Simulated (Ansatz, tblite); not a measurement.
Cost and result up the ladder for [S5]2- (S₅²⁻) (5 atoms). Charge -2, multiplicity 1. Geometry: PBE-D4/def2-SVPD.

```
atom   x (Å)   y (Å)   z (Å)
  S1   1.498   2.870   0.415
  S2   1.180   1.203  -0.804
  S3   0.811  -0.649   0.262
  S4  -1.228  -1.163   0.787
  S5  -2.260  -2.260  -0.661
```

Ansatz on 4 threads of Arm Neoverse V1 on a shared host; xTB runs through tblite on one thread. Times are rough, summed over both states, and most runs start from the orbitals of an earlier one. No level here is sound enough to serve as a yardstick. The other state is a triplet.

The xTB rows come from tblite. A multiply charged anion in the gas phase is held together partly by the finite basis. HOMO above LUMO, or a gap near zero within one spin, warns that the state may not be the lowest or that an electron is smeared out.

xTB has no spin-polarisation term.

| level | functions | wall time | vertical triplet (eV) | remarks |
| --- | --- | --- | --- | --- |
| GFN1-xTB | 45 | 0.014 s | 1.91 | – |
| GFN2-xTB | 45 | 0.015 s | 1.48 | – |
| PBE-D4/def2-TZVPD | 230 | 16 s | 1.40 | HOMO above zero (singlet), HOMO above zero (triplet), gap within one spin near zero (triplet) |
| r2SCAN-D4/def2-TZVPD (with forces) | 230 | 43 s | 1.49 | HOMO above zero (singlet), HOMO above zero (triplet), gap within one spin near zero (triplet) |
